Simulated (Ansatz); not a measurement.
Isolated molecules relaxed with PBE0-D4/def2-TZVP in Ansatz; ΔE leaves out vibrations. CCSD(T)/CBS is the MP2 limit (def2-TZVPP, def2-QZVPP) plus CCSD(T) − MP2 in def2-TZVPP, frozen cores. DFT in def2-TZVPP. B3LYP here is the variant with VWN-RPA as its local correlation; programs differ in this. One conformer a species, not always the lowest.

Consider the substitution at a C–C bond: `CC(O)(F)C=N` + `OCF` → `N=COCF` + `CC(O)F`.

```json
{"level": "PBE0-D4", "ΔE (kcal/mol)": "3.3"}
{"level": "B3LYP-D4", "ΔE (kcal/mol)": "3.0"}
{"level": "ωB97X-V", "ΔE (kcal/mol)": "3.7"}
{"level": "B3LYP", "ΔE (kcal/mol)": "2.1"}
{"level": "MP2/def2-TZVPP", "ΔE (kcal/mol)": "4.9"}
{"level": "SCS-MP2/def2-QZVPP", "ΔE (kcal/mol)": "4.6"}
{"level": "HF/CBS(def2)", "ΔE (kcal/mol)": "1.7"}
{"level": "MP2/CBS(def2)", "ΔE (kcal/mol)": "5.3"}
```

Question: What does CCSD(T)/CBS give? (An estimate is asked.)

Answer: Ansatz gave: +5.3 kcal/mol. The listed levels differ from it by -2.0, -2.3, -1.6, -3.2, -0.4, -0.7, -3.6, 0.0 kcal/mol.

Largest T1 diagnostic among the species: 0.013.

The D4 term adds +0.9 kcal/mol with B3LYP and +0.5 kcal/mol with PBE0; it sums over pairs of atoms, weighted by their polarisabilities, and B3LYP, whose exchange is more repulsive, gets the larger term. In def2-TZVPP, CCSD(T) changes the Hartree–Fock value by +3.0 kcal/mol (the triples alone add +0.1 kcal/mol) and MP2 by +3.0 kcal/mol.
